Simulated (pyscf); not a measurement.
H₂N–Sb(F)–F (SMILES [NH2][Sb]([F])[F]) + HF (SMILES F) -> F–Sb(F)–F (SMILES [F][Sb]([F])[F]) + NH₃ (SMILES N) (four-centre exchange; singlet surface; N–Sb, F–H broken, F–Sb, H–N formed). Optimised with ωB97X-D3(BJ)/def2-SVP in PySCF. Energies in eV from the separated reactants.

```tsv
level	barrier	reaction energy
ωB97X-D3(BJ)/def2-TZVP	-0.33	-0.62
r²SCAN/def2-TZVP	-0.46	-0.72
B3LYP-D3(BJ)/def2-TZVP	-0.37	-0.69
M06-2X/def2-TZVP	-0.31	-0.60
ωB97M-D3(BJ)/def2-TZVP	-0.30	-0.66
HF/def2-TZVP	0.33	-0.62
```

On the reactant side the descent ends in a bound adduct, 0.45 eV under the separated species and 0.12 eV under the saddle at ωB97X-D3(BJ)/def2-TZVP. On the product side the descent ends in an adduct with a N–Sb contact, 0.39 eV under the separated species and 0.68 eV under the saddle at ωB97X-D3(BJ)/def2-TZVP. At ωB97X-D3(BJ), r²SCAN, B3LYP-D3(BJ), M06-2X, ωB97M-D3(BJ) the saddle lies under the separated reactants, which points to a path from their complex (located at ωB97X-D3(BJ) alone). What is counted as broken (N–Sb) persists as a longer contact in the product adduct; parting that adduct is a step of its own. One saddle was located; it need not be the lowest between these sides. Elements past Kr carry the def2 core potentials, without spin-orbit coupling.
